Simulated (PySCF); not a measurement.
**Oxygen: a sound run and one with changed settings**

Sound run: O [He] 2s2 2p4, O⁺ [He] 2s2 2p3. Calculation: PySCF 2.14, in aug-cc-pVDZ-DK (4s3p2d, 23 functions); scalar relativity by spin-free X2C-1e. In the sound run the correlated levels freeze 1s2. The sound run starts from symmetry-adapted Hartree-Fock orbitals and uses a fine grid where one is needed.

Changed run: basis STO-3G, all-electron and non-relativistic. This setting is unsound on purpose.

```json
{"species": "O", "method": "UHF", "sound run (hartree)": "-74.84860", "changed run (hartree)": "-73.80415", "converged": "yes"}
{"species": "O", "method": "MN15", "sound run (hartree)": "-75.07117", "changed run (hartree)": "-73.67462", "converged": "yes"}
{"species": "O", "method": "r2SCAN", "sound run (hartree)": "-75.09193", "changed run (hartree)": "-74.01528", "converged": "yes"}
{"species": "O", "method": "MP2", "sound run (hartree)": "-74.95902", "changed run (hartree)": "-73.80415", "converged": "yes"}
{"species": "O⁺", "method": "UHF", "sound run (hartree)": "-74.40588", "changed run (hartree)": "-73.44358", "converged": "yes"}
{"species": "O⁺", "method": "MN15", "sound run (hartree)": "-74.56104", "changed run (hartree)": "-73.25951", "converged": "yes"}
{"species": "O⁺", "method": "r2SCAN", "sound run (hartree)": "-74.58808", "changed run (hartree)": "-73.60160", "converged": "yes"}
{"species": "O⁺", "method": "MP2", "sound run (hartree)": "-74.47813", "changed run (hartree)": "-73.44358", "converged": "yes"}
```

Ionisation energy of O:

```
 method  sound run (eV)  changed run (eV)
    UHF          12.047             9.812
   MN15          13.881            11.296
 r2SCAN          13.711            11.257
    MP2          13.086             9.812
SCS-MP2          13.105             9.812
```

A minimal basis cannot let orbitals breathe on ionisation and holds almost no correlation. The Hamiltonian changed with the basis, so the totals do not compare.

For comparison, NIST gives 13.618 eV between the lowest levels.
